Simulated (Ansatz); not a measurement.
**Which method gave which barrier?**

Saddle point of CH$_{7}$ClSi, singlet (CH₅ClSi ([CH3][SiH2][Cl]) + H₂ → SiH₃Cl ([SiH3][Cl]) + CH₄; bonds formed: Si1–H7, C2–H6; bonds broken: Si1–C2, H6–H7), PBE0-D4/def2-TZVP structure:

Si1  (-0.470, 0.733, -0.267)
C2  (0.766, -0.717, 0.652)
H3  (-1.270, 0.805, 0.970)
H4  (0.731, 1.510, -0.619)
Cl5  (-1.849, 1.751, -1.544)
H6  (-0.164, -0.809, -0.579)
H7  (-0.797, -0.576, -1.284)
H8  (1.152, -0.052, 1.430)
H9  (1.626, -1.088, 0.086)
H10  (0.275, -1.557, 1.156)
(Å)

Ansatz 0.2.0; basis: def2-TZVPP, with def2-QZVPP for the basis limit; cores frozen in the correlated methods. Extrapolation: Hartree–Fock as exp(−7.88 √X), correlation as X^−2.97. Four methods, as single points on the PBE0-D4 structures, gave these electronic barriers from the start structure: 2.272, 2.801, 3.199, 3.730 eV.

The methods were, in alphabetical order, BHLYP-D4, HF, PBE0-D4, SPW92. Which gave which? (Judge from chemistry; the calculation decides.)

Computed: SPW92 2.272; PBE0-D4 2.801; BHLYP-D4 3.199; HF 3.730 eV. For comparison, CCSD(T) at an estimated basis limit (MP2 extrapolated from triple and quadruple zeta, plus CCSD(T) − MP2 in triple zeta) gives 3.048 eV.

No T1 diagnostic of these runs exceeds 0.010.

Labels in which every atom is bracketed show which atoms are joined, not bond orders.

For scale, one of the runs: CCSD(T)/def2-TZVPP, 213 basis functions, launched by `ansatz run in.yaml --threads 4 --pin off --events-out ev --progress --plain --max-ram 9574MiB`. The run took 58 s on 4 CPU threads of an Intel Xeon (shared host), with 2.9 GiB of host memory at its peak.
